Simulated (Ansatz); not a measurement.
## Predicting a hybrid from its neighbours: NH3 (ammonia)

NH3: 4 atoms, total charge 0, spin state singlet. SMILES: `N`. The shape is that of a GFN2-xTB optimisation.

The vertical energy of the triplet above the singlet y, in eV, basis 6-31G; a is the functional's share of exact exchange. Programs: Ansatz 0.2.0.

| functional | program | a | y (eV) |
| --- | --- | --- | --- |
| r2SCAN | Ansatz | 0 | 6.95 |
| revPBE | Ansatz | 0 | 6.96 |
| B3LYP | Ansatz | 0.2 | 7.02 |
| PBE0 | Ansatz | 0.25 | 7.06 |
| r2SCAN0 | Ansatz | 0.25 | ? |
| BHLYP | Ansatz | 0.5 | 7.10 |

Fit y = c + s·a to the known rows and predict r2SCAN0.


1. Means of the 5 rows: a = 0.1900, y = 7.018.
2. Σ(Δa)² = 0.172, Σ(Δa·Δy) = 0.0519, so the slope is 0.0519/0.172 = 0.30174.
3. Intercept: 7.018 − (0.30174) × 0.1900 = 6.961. The largest residual of the fit is 0.024.
4. r2SCAN0: 6.961 + (0.30174) × 0.25 = 7.04 eV.

The run gave 6.99 eV, so the prediction is off by +0.05 eV, more than the largest residual.
